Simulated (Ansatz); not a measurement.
# Worked example: the enthalpy of formation of OF2 (oxygen difluoride)

OF2 has 3 atoms, charge 0, and is taken as a singlet. As SMILES, `FOF`. The shape is that of a PBE0-D4/def2-TZVP optimisation.

```csv
atom,x (Å),y (Å),z (Å)
F,0.9533,-0.3400,0.4883
O,0.0005,0.5639,0.0620
F,-0.9538,-0.2240,-0.5503
```

Total energies at BLYP/cc-pVTZ (Ansatz 0.2.0); the atoms run unrestricted:

| species | state | energy (Eh) |
| --- | --- | --- |
| OF2 | singlet | -274.767610 |
| F | doublet | -99.752931 |
| O | triplet | -75.080284 |

Harmonic wavenumbers at PBE0-D4/def2-TZVP, in cm⁻¹: 508, 948, 1066.

Measured heats of formation of the gaseous atoms at 298.15 K, in kJ/mol: F 79.4, O 249.2. Spin-orbit lowering of the atoms at 298 K (mean of the ground term's levels less their thermal mean, from spectra), in kJ/mol: F 1.29, O 0.40. Take 1 Eh = 2625.50 kJ/mol, 1 cm⁻¹ = 0.0119627 kJ/mol, RT = 2.479 kJ/mol.

Task: Work out the heat of formation of the gas at 298 K.

Result: 
1. Electronic atomisation energy: 2 × (-99.752931) + (-75.080284) − (-274.767610) = 0.181464 Eh = 476.4 kJ/mol.
2. Zero-point energy: half the sum of the wavenumbers, 1261 cm⁻¹ = 15.1 kJ/mol.
3. Thermal vibrational enthalpy, Σ hcν̃/(exp(hcν̃/kT) − 1): 0.8 kJ/mol. Translation, rotation and pV of a non-linear molecule: 4 RT = 9.9 kJ/mol.
4. The 3 free atoms carry 5/2 RT each: 18.6 kJ/mol.
5. Spin-orbit coupling lowers the free atoms by 2 × 1.29 + 0.40 = 3.0 kJ/mol.
6. Atomisation enthalpy at 298 K: 476.4 − 3.0 − 15.1 − 0.8 − 9.9 + 18.6 = 466.2 kJ/mol.
7. Sum of the atoms' heats of formation: 408.0 kJ/mol. Heat of formation: 408.0 − 466.2 = -58.2 kJ/mol.

The tabulated value is +24.7 kJ/mol (Active Thermochemical Tables), so this level is off by -82.9 kJ/mol, or 21.6 % of the atomisation enthalpy that the table implies (383.3 kJ/mol). Gradient-corrected functionals often overbind somewhat. Anharmonicity and any spin-orbit splitting of the molecule are left out.
